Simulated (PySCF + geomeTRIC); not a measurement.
Method: PBE0-D4/def2-TZVP in PySCF + geomeTRIC. fastk is a local helper that only speeds up exchange builds. No frequencies were computed at this level.

```python
import json, numpy as np
from pyscf import gto, dft
from fastk import lowrank_exchange
atoms = """
C     -0.146983     0.006928    -0.000355
S      1.643289    -0.077535     0.004130
H     -0.521246    -0.499532    -0.886475
H     -0.524852    -0.480666     0.894751
H     -0.450207     1.050803    -0.012049
"""
def scf(charge, spin, dm0=None):
    mol = gto.M(atom=atoms, basis='def2-tzvp', ecp={}, charge=charge, spin=spin, verbose=3, max_memory=5040)
    mf = dft.KS(mol, xc='pbe0').density_fit(auxbasis="def2-universal-jkfit")
    mf.disp = 'd4'
    mf.grids.level = 3
    mf.conv_tol = 1e-8
    mf.max_cycle = 60
    mf.kernel(dm0)
    if not mf.converged:
        mf = mf.newton().run(mf.mo_coeff, mf.mo_occ).undo_soscf()
    return mf
mf = scf(0, 1)
lowrank_exchange(mf)  # same exchange matrices as the stock routine, built faster for response steps
mo, _, stable, _ = mf.stability(return_status=True)
if not stable:
    mf.kernel(mf.make_rdm1(mo, mf.mo_occ))
del mf.get_jk
from pyscf.geomopt.geometric_solver import kernel as optimize
path = []
done, mol = optimize(mf, maxsteps=80, assert_convergence=False, callback=lambda env: path.append((env["energy"], bool(env["g_scanner"].converged))))
res = dict(converged=bool(done and path[-1][1]), energy=path[-1][0], path=[e for e, c in path], xyz=mol.atom_coords(unit="Angstrom").tolist(), nao=mol.nao)
json.dump(res, open("result.json", "w"))
```

Output:

```
converged SCF energy = -437.89488743027  <S^2> = 0.75533575  2S+1 = 2.0053287
<class 'pyscf.df.df_jk.DFUKS'> wavefunction has an internal instability
converged SCF energy = -437.894886630266  <S^2> = 0.75533656  2S+1 = 2.0053295
Geometry optimization cycle 1
converged SCF energy = -437.894886630276  <S^2> = 0.75533636  2S+1 = 2.0053293
cycle 1: E = -437.89488663  dE = -437.895  norm(grad) = 0.0166533
Geometry optimization cycle 2
converged SCF energy = -437.895434089373  <S^2> = 0.7553288  2S+1 = 2.0053217
cycle 2: E = -437.895434089  dE = -0.000547459  norm(grad) = 0.00621113
Geometry optimization cycle 3
converged SCF energy = -437.895481767995  <S^2> = 0.75532369  2S+1 = 2.0053166
cycle 3: E = -437.895481768  dE = -4.76786e-05  norm(grad) = 0.00161543
Geometry optimization cycle 4
converged SCF energy = -437.895485923695  <S^2> = 0.7553229  2S+1 = 2.0053158
cycle 4: E = -437.895485924  dE = -4.1557e-06  norm(grad) = 0.000579856
Geometry optimization cycle 5
converged SCF energy = -437.895487509768  <S^2> = 0.75532266  2S+1 = 2.0053156
cycle 5: E = -437.89548751  dE = -1.58607e-06  norm(grad) = 0.000750637
Geometry optimization cycle 6
converged SCF energy = -437.895500826857  <S^2> = 0.75531821  2S+1 = 2.0053112
cycle 6: E = -437.895500827  dE = -1.33171e-05  norm(grad) = 0.00349684
Geometry optimization cycle 7
converged SCF energy = -437.838909340372  <S^2> = 0.75481458  2S+1 = 2.0048088
cycle 7: E = -437.83890934  dE = 0.0565915  norm(grad) = 0.138409
Geometry optimization cycle 8
converged SCF energy = -437.884173537705  <S^2> = 0.75520711  2S+1 = 2.0052003
cycle 8: E = -437.884173538  dE = -0.0452642  norm(grad) = 0.0644954
Geometry optimization cycle 9
converged SCF energy = -437.89345190316  <S^2> = 0.75527905  2S+1 = 2.0052721
cycle 9: E = -437.893451903  dE = -0.00927837  norm(grad) = 0.0283846
Geometry optimization cycle 10
converged SCF energy = -437.895188211582  <S^2> = 0.75530049  2S+1 = 2.0052935
cycle 10: E = -437.895188212  dE = -0.00173631  norm(grad) = 0.0129123
Geometry optimization cycle 11
converged SCF energy = -437.895470338161  <S^2> = 0.75531041  2S+1 = 2.0053034
cycle 11: E = -437.895470338  dE = -0.000282127  norm(grad) = 0.00724768
Geometry optimization cycle 12
converged SCF energy = -437.895506191706  <S^2> = 0.75531413  2S+1 = 2.0053071
cycle 12: E = -437.895506192  dE = -3.58535e-05  norm(grad) = 0.00520695
Geometry optimization cycle 13
converged SCF energy = -437.895540101864  <S^2> = 0.75531184  2S+1 = 2.0053048
cycle 13: E = -437.895540102  dE = -3.39102e-05  norm(grad) = 0.00329207
Geometry optimization cycle 14
converged SCF energy = -437.89554978552  <S^2> = 0.75531535  2S+1 = 2.0053083
cycle 14: E = -437.895549786  dE = -9.68366e-06  norm(grad) = 0.00178696
Geometry optimization cycle 15
converged SCF energy = -437.895556912617  <S^2> = 0.75531306  2S+1 = 2.005306
cycle 15: E = -437.895556913  dE = -7.1271e-06  norm(grad) = 0.000499183
Geometry optimization cycle 16
converged SCF energy = -437.895557712941  <S^2> = 0.75531342  2S+1 = 2.0053064
cycle 16: E = -437.895557713  dE = -8.00323e-07  norm(grad) = 0.000276327
Geometry optimization cycle 17
converged SCF energy = -437.895557791569  <S^2> = 0.75531323  2S+1 = 2.0053062
cycle 17: E = -437.895557792  dE = -7.86283e-08  norm(grad) = 0.000176314
<class 'geometric.internal.Distance'> : 4
<class 'geometric.internal.Angle'> : 6
<class 'geometric.internal.TranslationX'> : 1
<class 'geometric.internal.TranslationY'> : 1
<class 'geometric.internal.TranslationZ'> : 1
<class 'geometric.internal.RotationA'> : 1
<class 'geometric.internal.RotationB'> : 1
<class 'geometric.internal.RotationC'> : 1
Step    0 : Gradient = 7.448e-03/1.424e-02 (rms/max) Energy = -437.8948866303
Step    1 : Displace = 2.080e-02/3.060e-02 (rms/max) Trust = 1.000e-01 (=) Grad = 2.778e-03/5.218e-03 (rms/max) E (change) = -437.8954340894 (-5.475e-04) Quality = 1.149
Step    2 : Displace = 4.510e-03/6.370e-03 (rms/max) Trust = 1.414e-01 (+) Grad = 7.224e-04/1.330e-03 (rms/max) E (change) = -437.8954817680 (-4.768e-05) Quality = 1.181
Step    3 : Displace = 1.254e-03/1.652e-03 (rms/max) Trust = 2.000e-01 (+) Grad = 2.593e-04/5.054e-04 (rms/max) E (change) = -437.8954859237 (-4.156e-06) Quality = 1.280
Step    4 : Displace = 1.143e-03/1.572e-03 (rms/max) Trust = 2.828e-01 (+) Grad = 3.357e-04/6.483e-04 (rms/max) E (change) = -437.8954875098 (-1.586e-06) Quality = 1.709
Step    5 : Displace = 8.470e-03/1.124e-02 (rms/max) Trust = 3.000e-01 (+) Grad = 1.564e-03/2.976e-03 (rms/max) E (change) = -437.8955008269 (-1.332e-05) Quality = 2.169
Step    6 : Displace = 2.687e-01/3.047e-01 (rms/max) Trust = 3.000e-01 (=) Grad = 6.190e-02/1.008e-01 (rms/max) E (change) = -437.8389093404 (+5.659e-02) Quality = -293.492
Step    7 : Displace = 1.285e-01/1.496e-01 (rms/max) Trust = 1.344e-01 (x) Grad = 2.884e-02/5.271e-02 (rms/max) E (change) = -437.8841735377 (+1.133e-02) Quality = -78.155
Step    8 : Displace = 6.219e-02/7.741e-02 (rms/max) Trust = 6.423e-02 (x) Grad = 1.269e-02/2.360e-02 (rms/max) E (change) = -437.8934519032 (+2.049e-03) Quality = -25.018
Step    9 : Displace = 3.044e-02/3.894e-02 (rms/max) Trust = 3.109e-02 (x) Grad = 5.775e-03/1.072e-02 (rms/max) E (change) = -437.8951882116 (+3.126e-04) Quality = -7.264
Step   10 : Displace = 1.503e-02/1.942e-02 (rms/max) Trust = 1.522e-02 (x) Grad = 3.241e-03/6.048e-03 (rms/max) E (change) = -437.8954703382 (+3.049e-05) Quality = -1.364
Step   11 : Displace = 7.467e-03/9.669e-03 (rms/max) Trust = 7.513e-03 (x) Grad = 2.329e-03/4.388e-03 (rms/max) E (change) = -437.8955061917 (-5.365e-06) Quality = 0.454
Step   12 : Displace = 5.431e-03/6.472e-03 (rms/max) Trust = 7.513e-03 (=) Grad = 1.472e-03/2.700e-03 (rms/max) E (change) = -437.8955401019 (-3.391e-05) Quality = 1.504
Step   13 : Displace = 5.283e-03/7.171e-03 (rms/max) Trust = 1.062e-02 (+) Grad = 7.992e-04/1.503e-03 (rms/max) E (change) = -437.8955497855 (-9.684e-06) Quality = 0.387
Step   14 : Displace = 4.830e-03/6.466e-03 (rms/max) Trust = 1.062e-02 (=) Grad = 2.232e-04/4.165e-04 (rms/max) E (change) = -437.8955569126 (-7.127e-06) Quality = 0.771
Step   15 : Displace = 2.272e-03/2.744e-03 (rms/max) Trust = 1.503e-02 (+) Grad = 1.236e-04/2.383e-04 (rms/max) E (change) = -437.8955577129 (-8.003e-07) Quality = 0.483
Step   16 : Displace = 6.189e-04/7.077e-04 (rms/max) Trust = 1.503e-02 (=) Grad = 7.885e-05/1.531e-04 (rms/max) E (change) = -437.8955577916 (-7.863e-08) Quality = 0.367
Converged! =D
```

Cost: about 2.1 core-minutes (a rough figure).
